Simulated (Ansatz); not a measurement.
## How methods differ on LiH (SMILES [LiH])

LiH has 2 atoms, charge 0, and is taken as a singlet. SMILES: `[LiH]`. The bond length is the measured one.

```xyz
2

Li    0.0000    0.0000    0.0000
H     0.0000    0.0000    1.5957
```

Quantity: the energy change with the Li1–H2 bond stretched from 1.596 to 2.393 Å, in eV. The values are calculated.

| level | kind | program | value (eV) | CPU time (all runs) |
| --- | --- | --- | --- | --- |
| HF/cc-pVTZ (restricted) | Hartree–Fock | Ansatz | 0.96 | 0.34 s |
| revPBE/cc-pVTZ (restricted) | GGA | Ansatz | 0.83 | 1.5 s |
| BHLYP/cc-pVTZ (restricted) | global hybrid | Ansatz | 1.00 | 1.6 s |
| r2SCAN0/cc-pVTZ (restricted) | hybrid meta-GGA | Ansatz | 0.93 | 3.1 s |
| CAM-B3LYP/cc-pVTZ (restricted) | range-separated hybrid | Ansatz | 0.98 | 2 s |
| wB97M-V/cc-pVTZ (restricted) | range-separated hybrid | Ansatz | 0.94 | 12 s |
| B2PLYP/cc-pVTZ (restricted) | double hybrid | Ansatz | 0.95 | 2.6 s |
| RPA@PBE/cc-pVTZ (restricted) | RPA | Ansatz | 0.90 | 2.1 s |
| BCCD(T)/cc-pVTZ (restricted) | coupled cluster or CI | Ansatz | 0.90 | 1.1 s |
| FCI/3-21G | exact in the basis | Ansatz | 0.67 | 0.32 s |

The first shape isn't each level's own minimum. The values span 0.67 to 1.00 eV. High-level rows in very small sets aren't better than simpler rows in larger ones. CPU times are rough (shared hosts, several kinds of processor): they show what a rung costs within a factor of a few.
